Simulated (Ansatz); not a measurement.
**CH₃N (triplet): from Hartree-Fock to the top rungs, def2-TZVPP**

One table from this session's results is given with a row withheld; the runs are named, their logs left out.

Program: Ansatz 0.2.0, Gaussian basis. Level of theory: def2-TZVPP, core rule «outside noble gas», up to 2 orbitals frozen. These are calculated values, not measurements.

Plan: UHF; ROHF; CCSD(T) on UHF.

2 further runs of the same task are left out: 2 set aside as unsound or not needed.

## The system

The geometry is a PBE0/def2-TZVP stationary point (not a proven minimum).

5 atoms, charge 0, spin multiplicity 3.

Atoms are counted from 1 here; the program's logs count them from 0.

Bond lengths: N1–C2 1.365 Å, N1–H3 1.025 Å, C2–H4 1.090 Å, C2–H5 1.090 Å. Angles: C2–N1–H3 114.1°, N1–C2–H4 116.9°, N1–C2–H5 116.9°, H4–C2–H5 116.6°.

As a file:

| atom | x (Å) | y (Å) | z (Å) |
| --- | --- | --- | --- |
| N1 | -0.1361 | 0.0000 | 0.6653 |
| C2 | 0.1131 | 0.0000 | -0.6766 |
| H3 | 0.7075 | 0.0000 | 1.2483 |
| H4 | -0.0823 | 0.9269 | -1.2151 |
| H5 | -0.0823 | -0.9269 | -1.2151 |

Set-up of the first run:

Input file in.yaml:

```yaml
crystal:
  periodic: [false, false, false]
  atoms:
    - {symbol: N, position_ang: [-0.136074, 0.000000, 0.665268]}
    - {symbol: C, position_ang: [0.113118, 0.000000, -0.676644]}
    - {symbol: H, position_ang: [0.707513, 0.000000, 1.248296]}
    - {symbol: H, position_ang: [-0.082257, 0.926855, -1.215074]}
    - {symbol: H, position_ang: [-0.082257, -0.926855, -1.215074]}
basis:
  gaussian: {orbitals: def2-TZVPP}
magnetization: {spin_polarized: true, initial_magnetization: 2}
hamiltonian: {xc: hf}
output: {orbitals: {seedname: orbitals}}
```

Launch:

```console
$ ansatz run in.yaml --threads 1 --pin off --events-out ev --progress --plain --max-ram 2816MiB --backend cpu
```

Among the steps run: UHF; ROHF; CCSD(T) on UHF.

One table of the session follows, with a row left open; its other results are not shown here.

It belongs to the step «Misses and costs». 

```
  method  from UCCSD(T) (kJ/mol)
    ROHF                  +972.9
     UHF                  +951.3
    UMP2                  +110.5
   UCCSD                       ?
UCCSD(T)                       0
```

Q: Estimate the row for UCCSD from the others.

The run gave: from UCCSD(T) (kJ/mol): +32.7. In the column «from UCCSD(T) (kJ/mol)» it lies between UCCSD(T) (0) and UMP2 (+110.5).

With the free atoms at the same levels and basis (separate runs), the atomisation energy is 15.521 eV at UCCSD(T), 11.159 eV at ROHF.
